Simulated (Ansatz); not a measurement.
Input for Ansatz (development build ahead of 0.2.0):

```yaml
crystal:
  periodic: [false, false, false]
  atoms:
    - { symbol: C, position_ang: [0.0, 0.0, -0.09745] }
    - { symbol: H, position_ang: [0.0, 0.92365, 0.29234] }
    - { symbol: H, position_ang: [0.0, -0.92365, 0.29234] }
basis:
  gaussian: { orbitals: def2-TZVP }
magnetization:
  spin_polarized: true
  initial_magnetization: 2
hamiltonian:
  xc: hf
correlation:
  method: mp2
  frozen_orbitals: { C: 1, H: 0 }
```

The input is written out in the form of the current development build from the run's settings.

Results

| Item | Value |
| --- | --- |
| Converged | yes |
| Reference energy | -38.93091 hartree |
| Correlation energy | -0.11122 hartree |
| Total energy | -39.04213 hartree |
| Spin squared of the determinant | 2.014 |
